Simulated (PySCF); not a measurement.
H6Si2, SMILES [SiH3][SiH3].

Coordinates come from a TPSSh-D3(BJ)/def2-TZVP optimisation.

Method: TDDFT-B3LYP/def2-SVPD run with PySCF 2.14.0.

Vertical excitations; the highest root listed may be one member of a degenerate set. Gas-phase values at a fixed geometry. State labels are in the subgroup C2h.

```
state  symmetry  energy (eV)  λ (nm)      f                              main pairs
-----  --------  -----------  ------  -----  --------------------------------------
S1           Ag         7.42     167  0.000                        HOMO→LUMO+1 99 %
S2           Bu         7.46     166  0.024            HOMO→LUMO+3 (degenerate set)
S3           Au         7.46     166  0.024            HOMO→LUMO+2 (degenerate set)
S4           Bu         7.68     161  0.463                          HOMO→LUMO 93 %
S5           Bg         8.07     154  0.000            HOMO→LUMO+5 (degenerate set)
S6           Ag         8.07     154  0.000            HOMO→LUMO+4 (degenerate set)
S7           Au         8.41     147  0.000  HOMO−2→LUMO+2 49 %, HOMO−1→LUMO+3 49 %
S8           Au         8.55     145  0.042            HOMO−1→LUMO (degenerate set)
S9           Bu         8.55     145  0.042            HOMO−2→LUMO (degenerate set)
S10          Bg         8.56     145  0.000                      HOMO−1→LUMO+1 98 %
T1           Bu         6.56     189      0            HOMO→LUMO+3 (degenerate set)
T2           Au         6.56     189      0            HOMO→LUMO+2 (degenerate set)
T3           Bu         6.84     181      0                          HOMO→LUMO 95 %
T4           Ag         7.09     175      0                        HOMO→LUMO+1 97 %
```
Triplets are in the Tamm–Dancoff approximation, which puts them higher than full response would, so one can lie above its singlet here.
